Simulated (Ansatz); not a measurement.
Complex (SMILES): F (HF) with F (HF), atoms 1 to 2 the first; geometry from A24 set, monomers rigid:
```xyz
4

H      0.0000     0.8027     1.6953
F      0.0000    -0.0460     1.3403
H      0.0000    -0.1204    -0.4908
F      0.0000     0.0098    -1.4042
```

The counterpoise-corrected interaction energy at CCSD(T) with Ansatz (an electronic-structure program), in kcal/mol, split into its Hartree-Fock and correlation parts. Cores are frozen. No added dispersion term, no relativity. Functions are those of the species that has most. These sets lack the diffuse functions that weak bonds need.

```csv
basis,X,functions,Hartree-Fock,CCSD(T)
cc-pVDZ,2,38,-4.14,-3.89
cc-pVTZ,3,88,-3.87,-4.13
cc-pVQZ,4,170,-3.86,-4.40
cc-pV5Z,5,292,-3.83,-4.50
```

Worked estimate of the basis-set limit from each neighbouring pair, with Hartree-Fock from the larger set and the correlation part extrapolated as X^-3.
Correlation parts: X = 2: 0.25, X = 3: -0.26, X = 4: -0.54, X = 5: -0.67.
- (2,3): (27·(-0.26) - 8·(0.25))/19 = -0.47; with Hartree-Fock -3.87 the estimate is -4.34 kcal/mol.
- (3,4): (64·(-0.54) - 27·(-0.26))/37 = -0.74; with Hartree-Fock -3.86 the estimate is -4.60 kcal/mol.
- (4,5): (125·(-0.67) - 64·(-0.54))/61 = -0.81; with Hartree-Fock -3.83 the estimate is -4.64 kcal/mol.
The last two estimates differ by 0.03 kcal/mol; the largest set lies 0.14 from the last. Over the last step Hartree-Fock moves by 0.03 and the correlation part by -0.13.
